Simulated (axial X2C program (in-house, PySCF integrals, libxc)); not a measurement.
# Ionising BH

Calculated with an axial X2C code built on PySCF integrals, spin-free (one-electron X2C) or two-component (2c: spin–orbit coupling with atomic mean-field Coulomb and Gaunt terms, which also bring small scalar terms), in Dyall basis sets with cores contracted in-house; open shells are unrestricted.

Basis sets: B dyall-v3z, H dyall-v3z. Frozen shells (counts by l): BH B 1s, H none, 4 electrons correlated; BH⁺ B 1s, H none, 3 electrons correlated. Where the outer core of a metal is frozen, bonds come out longer and ionisation energies lower.

```json
{"Hamiltonian": "spin-free", "level": "HF", "BH state": "M_S = 0, Λ = 0", "Re (Å)": "1.221", "ωe (cm⁻¹)": "2486.9", "De (eV)": "2.68"}
{"Hamiltonian": "spin-free", "level": "PBE0", "BH state": "M_S = 0, Λ = 0", "Re (Å)": "1.241", "ωe (cm⁻¹)": "2325.8", "De (eV)": "3.49"}
{"Hamiltonian": "spin-free", "level": "MP2", "BH state": "M_S = 0, Λ = 0", "Re (Å)": "1.228", "ωe (cm⁻¹)": "2428.0", "De (eV)": "3.48"}
{"Hamiltonian": "2c", "level": "HF", "BH state": "Ω = 0", "Re (Å)": "1.221", "ωe (cm⁻¹)": "2486.8", "De (eV)": "2.68"}
{"Hamiltonian": "2c", "level": "PBE0", "BH state": "Ω = 0", "Re (Å)": "1.241", "ωe (cm⁻¹)": "2325.7", "De (eV)": "3.49"}
{"Hamiltonian": "2c", "level": "MP2", "BH state": "Ω = 0", "Re (Å)": "1.228", "ωe (cm⁻¹)": "2427.9", "De (eV)": "3.48"}
```

Adiabatic ionisation energy (minimum to minimum, no zero-point term) and constants of BH⁺:

| Hamiltonian | level | BH⁺ state | IE (eV) | Re (Å) | ωe (cm⁻¹) | De (eV) | fragments |
| --- | --- | --- | --- | --- | --- | --- | --- |
| spin-free | HF | M_S = 1/2, Λ = 0 | 8.40 | 1.186 | 2718.8 | 2.31 | B+ + H |
| spin-free | PBE0 | M_S = 1/2, Λ = 0 | 9.51 | 1.207 | 2531.5 | 2.62 | B+ + H |
| spin-free | MP2 | M_S = 1/2, Λ = 0 | 9.39 | 1.193 | 2659.1 | 2.35 | B+ + H |
| 2c | HF | Ω = 1/2 | 8.40 | 1.186 | 2718.7 | 2.31 | B+ + H |
| 2c | PBE0 | Ω = 1/2 | 9.51 | 1.208 | 2531.4 | 2.62 | B+ + H |
| 2c | MP2 | Ω = 1/2 | 9.38 | 1.193 | 2659.0 | 2.35 | B+ + H |

Problem. Add the zero-point terms to the ionisation energy at MP2, 2c, and say whether the electron removed was bonding.

Solution. IE0 = IE + (ωe⁺ − ωe)/2 = 9.38 + (0.014) = 9.39 eV. Re changes by -0.035 Å, so the bond shortens, as on loss of an antibonding or a polarising non-bonding electron.

Problem. Close the cycle De(BH⁺) + IE(BH) = De(BH) + IE(B) to find the atomic ionisation energy at MP2, 2c.

Solution. IE(B) = 2.35 + 9.38 − 3.48 = 8.25 eV, for the determinants used.

Each entry is the lowest single determinant of a limited PBE0 search at one distance. De goes to single-determinant-based atoms at the same level (for ions the charge split of lowest energy) and is withheld (n/a) where an atom does not fit its ground term or J level. Main or longest-lived isotopes. Some light 2c atoms are not at their ground J level, so De misses part of their lowering (0.04 eV or less). The functionals have no current term, which raises determinants with orbital currents.
